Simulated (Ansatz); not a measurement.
Relaxation of C4H7NO (13 atoms, charge 0, multiplicity 1), to a largest force component of 0.02 eV/Å in at most 50 steps.

All numbers below come from RKS B3LYP/6-31G* in Ansatz.

```xyz
13
Properties=species:S:1:pos:R:3:forces:R:3
C -0.310 -1.464 0.789 -2.61 2.35 1.27
C 0.454 -0.171 0.530 0.92 0.21 1.26
C 0.825 -0.046 -0.920 4.87 -8.71 3.46
N 0.424 0.936 -1.595 -3.86 11.30 0.68
C -0.479 1.574 -0.593 2.23 2.28 -1.45
O -0.348 1.010 0.719 0.30 -0.47 -1.83
H -1.213 -1.452 0.131 0.50 -0.26 0.28
H 0.273 -2.304 0.588 1.05 -1.71 -0.13
H -0.721 -1.423 1.851 0.68 -0.44 -1.11
H 1.340 -0.120 1.200 -0.17 -0.08 0.00
H 1.548 -0.774 -1.321 -0.33 0.24 -0.18
H -0.189 2.647 -0.481 -1.03 -0.47 -0.75
H -0.167 -0.078 -1.372 -2.56 -4.22 -1.49
```

Problem. Where does it end, and by what steps?

Solution. It converged. After 16 steps the energy has fallen by 6.340 eV; H13 moved furthest, 0.99 Å. The start is strongly strained (largest force component 11 eV/Å), so its close contacts needn't be bonds. Parted: N4–H13.

```
step  energy less start (eV)  largest force component (eV/Å)  accepted
   0                  0.0000                          11.299       yes
   1                 -2.2616                           7.053       yes
   2                 -4.3897                           3.495       yes
   3                 -5.5907                           2.454       yes
   4                 -6.1569                           1.226       yes
   5                 -6.2651                           0.623       yes
   6                 -6.3094                           0.211       yes
   7                 -6.3191                           0.172       yes
   8                 -6.3217                           0.623       yes
   9                 -6.3337                           0.108       yes
  10                 -6.3379                           0.084       yes
  11                 -6.3395                           0.056       yes
  12                 -6.3396                           0.089       yes
  13                 -6.3400                           0.054       yes
  14                 -6.3391                           0.185        no
  15                 -6.3401                           0.036       yes
  16                 -6.3402                           0.003       yes
```

```xyz
13
Properties=species:S:1:pos:R:3
C -0.478 -1.363 0.851
C 0.492 -0.270 0.432
C 0.749 -0.164 -1.098
N 0.245 1.163 -1.495
C -0.169 1.702 -0.423
O -0.084 1.036 0.757
H -1.416 -1.281 0.290
H -0.042 -2.349 0.651
H -0.706 -1.298 1.920
H 1.423 -0.344 1.003
H 1.812 -0.245 -1.352
H -0.608 2.692 -0.347
H 0.219 -0.944 -1.659
```

The run took 56 s on 2 threads of Arm Neoverse V1, on a shared host, peak memory 0.23 GiB.
